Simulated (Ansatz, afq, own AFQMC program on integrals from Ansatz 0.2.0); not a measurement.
Two steps: Ansatz 0.2.0 writes the Fock matrix and Cholesky factors of the valence space, and afq projects on them the lowest state that overlaps trial and start.

```yaml
crystal:
  periodic: [false, false, false]
  atoms:
    - {symbol: Si, position_ang: [0.000000, 0.001978, 0.619993]}
    - {symbol: C, position_ang: [0.000000, -0.057650, -1.271594]}
    - {symbol: H, position_ang: [0.000000, 0.631850, -2.123225]}
basis:
  gaussian: {orbitals: cc-pVDZ}
magnetization: {spin_polarized: true, initial_magnetization: 3}
correlation: {method: ccsd_t, electrons: outside_noble_gas, hamiltonian_folder: ham}
```

```sh
$ ansatz run in.yaml --threads 1 --pin off --events-out ev --progress --plain --max-ram 1382MiB
```

afq runs on the folder ham with

```
--method phaseless --trial cisd --walkers 60 --populations 1 --least-time 40 --time-step 0.005 --steps-per-block 50 --equilibration-blocks 28 --max-blocks 300 --target-error 0.00036 --factor-cut 1e-05 --start spin_pure --seed 4362 --release-times 0.24,0.51,0.99,1.62,2.4 --release-step 0.03 --release-every 4 --taylor-order 6
```

Times are imaginary, in 1/Eh. The walk had a cap of 671 s.

afq prints:

```
orbitals 31  electrons 6 3  factors 224 of 362
reference energy -327.22155671 Eh
CCSD correlation -0.17648564 Eh in 14 cycles, weight of the determinant in the CISD state 0.8824
energy of the start -327.397123 Eh
 block  time / (1/Eh)  mean weight  energy / Eh
     1     0.250  1.0007  -327.395671
     2     0.500  0.9989  -327.397299
     3     0.750  1.0002  -327.398447
     4     1.000  1.0012  -327.401548
     5     1.250  1.0021  -327.400886
     8     2.000  0.9993  -327.403483
    13     3.250  1.0023  -327.401298
    25     6.250  1.0021  -327.403794
    37     9.250  0.9979  -327.403594
    49    12.250  1.0001  -327.403334
    61    15.250  1.0012  -327.403334
    69    17.250  1.0001  -327.399444
    73    18.250  0.9967  -327.407378
    85    21.250  0.9982  -327.405321
    97    24.250  0.9991  -327.402019
   109    27.250  1.0005  -327.401229
   121    30.250  0.9986  -327.402059
   133    33.250  1.0018  -327.402112
   145    36.250  1.0011  -327.401141
   157    39.250  0.9998  -327.403754
   169    42.250  0.9981  -327.408745
   177    44.250  0.9999  -327.410808
   181    45.250  0.9983  -327.403157
   185    46.250  0.9996  -327.405930
blocks merged  error / Eh  count
     1  0.000203  160
     2  0.000222  80
     4  0.000270  40
     8  0.000269  20
    16  0.000307  10
released: time / (1/Eh)  energy / Eh  error  mean overlap
  0.24  -327.403667  0.000272  1.0052
  0.51  -327.404027  0.000299  0.9911
  0.99  -327.404146  0.000356  1.0082
  1.62  -327.404190  0.000445  1.0267
  2.40  -327.404294  0.000471  1.0240
energy -327.403539 +/- 0.000270 Eh
(rows thinned)
```

The run passed its tests (sampling time, drift between the halves within three errors, error under three times the target), which doesn't prove that it has relaxed.

Against this walk (error 7.3 meV) on the same determinant: CCSD(T) 15.8 meV higher, CCSDT(Q) 27.2 meV lower. The error is statistical and leaves out the bias of the constraint. Released to 2.40 1/Eh the energy moves by -21 ± 15 meV (both errors), within twice the noise. CCSDT(Q) is the surest value here, so the walk's 27 meV above it is most likely the bias of the constraint with this trial, which can have either sign.

Cautions: constraint bias not in the error; lower spins were not checked.

The walk took 2.2 min on 1 thread of Arm Neoverse V2 (shared host). The log's last line is the phaseless energy.

CCSDT and higher add their correlation energy to the determinant of the CCSD(T) run, since their own runs factorise the integrals more tightly (a shift of under 2 meV). A walk keeps the symmetry of its determinant, which the program's search chose and which needn't be the lowest solution, so a lower state of the same spin and another symmetry isn't excluded.
